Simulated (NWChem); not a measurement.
System: ethanethiol (C2H6S); SMILES SCC

The following NWChem deck was run.

```
start job
memory heap 200 mb stack 900 mb global 1100 mb
geometry units angstroms
  C      0.368206    -1.629394    -0.058445
  C     -0.632012    -0.494513     0.043069
  S      0.100276     1.169517    -0.070791
  H     -0.145643    -2.604424    -0.041489
  H      1.078445    -1.611922     0.783099
  H      0.950917    -1.560308    -0.988868
  H     -1.346653    -0.526065    -0.794459
  H     -1.229321    -0.563555     0.965392
  H      0.833590     1.096238     1.061508
end
basis spherical
  * library def2-svp
end
dft
  xc slater vwn_5
  iterations 150
end
driver
  maxiter 120
end
task dft optimize
task dft freq
```

The level has its own optimisation; frequencies are unscaled. Brackets give each atom's bonded neighbours.

Q: Give the results of this calculation. (LDA (Slater exchange, VWN5)/def2-SVP.) Quantities: r C–C (Å); r C–H [C(CHHH)–H(C)] (Å); r C–S (Å); r C–H [C(CHHS)–H(C)] (Å); highest harmonic frequency (cm⁻¹); lowest (cm⁻¹); zero-point energy (kcal/mol); dipole (D).

A: 
```yaml
r C–C (Å): 1.506
r C–H [C(CHHH)–H(C)] (Å): 1.112
r C–S (Å): 1.814
r C–H [C(CHHS)–H(C)] (Å): 1.112
highest harmonic frequency (cm⁻¹): 3070
lowest (cm⁻¹): 222
zero-point energy (kcal/mol): 45.3
dipole (D): 1.54
```
